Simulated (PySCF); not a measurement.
**Partial charges of `[SiH3]O[SiH3]`**

H6OSi2.
Numbering: `[SiH3:1][O:2][SiH3:3]` (hydrogens: H4, H5, H6 on Si1; H7, H8, H9 on Si3)

Cartesian coordinates in Å at the PBE0-D3(BJ)/def2-SVP level; atoms count from 1:
```xyz
9
H6OSi2 angstrom
Si     1.5602   -0.3013    0.0584
O      0.0033   -0.0936   -0.4675
Si    -1.5541    0.2907   -0.0550
H      2.2879   -1.1453   -0.9303
H      2.2446    1.0209    0.1802
H      1.5705   -0.9753    1.3933
H     -1.9426   -0.4110    1.2068
H     -2.4560   -0.1375   -1.1606
H     -1.6867    1.7644    0.1516
```

Density: PBE0/pcSseg-1 (PySCF); schemes: Mulliken, IAO, Hirshfeld and ESP-fitted. Geometry: PBE0-D3(BJ)/def2-SVP; no solvent, vibrations or thermal averaging.

Q: Atoms with like bonding are taken together and averaged. At which atom do the 4 schemes differ most?

A: At O2: from -0.869 (IAO) to -0.309 e (Hirshfeld), 0.560 e apart.

Q: For which atoms does the sign change between the 4 schemes (beyond +0.03 e in one, beyond −0.03 e in another)?

A: For none.

Q: Do the Mulliken, IAO, Hirshfeld and ESP-fitted schemes agree on where the charge is lowest?

A: All schemes agree: Mulliken O2 (-0.762); IAO O2 (-0.869); Hirshfeld O2 (-0.309); ESP-fitted O2 (-0.455).

Q: What partial charge does each atom carry?

A: In e; atoms taken as equivalent share a row and are averaged (×n: the atom named and its like, n in all):

```csv
atom,environment,Mulliken,IAO,Hirshfeld,ESP-fitted
Si1/Si3,oxygen-bound silicon,+0.731,+0.854,+0.391,+0.576
O2,siloxane oxygen,-0.762,-0.869,-0.309,-0.455
H4 (×6),Si–H hydrogen,-0.117,-0.140,-0.079,-0.116
```

Mean size of the charges over all atoms: IAO 0.379 e, Mulliken 0.325 e, ESP-fitted 0.256 e, Hirshfeld 0.174 e. Each set sums to the total charge, 0, to within 0.001 e. The Mulliken scheme counts on each atom the diagonal of the density matrix times the overlap matrix over that atom's basis functions.

Q: How many electrons does the ESP-fitted scheme count on Si3?

A: Its own charge is +0.571 e, so Z − q = 13.430.

Q: Sum the charges by element, for elements with more than one atom.

A: 
```tsv
element	atoms	Mulliken	IAO	Hirshfeld	ESP-fitted
Si	2	+1.462	+1.707	+0.782	+1.152
H	6	-0.700	-0.838	-0.472	-0.698
```

The run behind these numbers computed NMR shieldings as well. On Arm Neoverse V2, one thread, on a shared host, this took 3.7 s of wall time.
